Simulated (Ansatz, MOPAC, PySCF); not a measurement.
Breaking a bond: SMILES [SiH3][SiH3]. The Si1–Si5 bond (Si1 also carries H, H, H; Si5 carries H, H, H) is pulled apart rigidly from the PBE0/def2-TZVP optimised geometry.

- AM1, restricted, heats of formation (MOPAC)
- RKS-BP86/6-31G* = restricted BP86/6-31G*, spherical d (PySCF)
- RHF/6-31G* = PySCF with restricted Hartree-Fock/6-31G*, spherical d
- UKS-PBE = unrestricted PBE/cc-pVDZ (Ansatz, a quantum-chemistry and plane-wave program)

Energies are in eV, each relative to the lowest point of its own curve near equilibrium.

```
R / Å    AM1  RKS-BP86/6-31G*  RHF/6-31G*  UKS-PBE
-----  -----  ---------------  ----------  -------
1.93   0.954            1.609       1.839    1.622
2.08   0.474            0.547       0.629    0.554
2.20   0.204            0.148       0.169    0.153
2.28   0.080            0.030       0.034    0.033
2.34   0.022            0.000       0.000    0.000
2.39   0.000            0.005       0.008    0.002
2.51   0.044            0.101       0.127    0.091
2.67   0.292            0.350       0.433    0.330
2.82   0.642            0.649       0.800    0.623
3.10   1.308            1.254       1.542    1.228
3.42   1.917            1.901       2.358    1.886
3.85   2.647            2.611       3.325    2.610
4.28   3.236            3.130       4.131    3.009
4.91   3.815            3.615       5.044    3.193
5.67   4.228            3.916       5.802    3.246
6.77   4.562            4.081       6.425    3.259
```

At the longest distance, 6.77 Å, RHF/6-31G* lies highest above its minimum (6.425 eV) and UKS-PBE lowest (3.259 eV).

The restricted form behind AM1, RKS-BP86/6-31G*, RHF/6-31G* keeps the bonding electrons paired and can't separate into open-shell fragments. The unrestricted determinant behind UKS-PBE is spin-contaminated at 4.28 to 6.77 Å (<S²> up to 1.0, against 0.00 for a pure singlet).
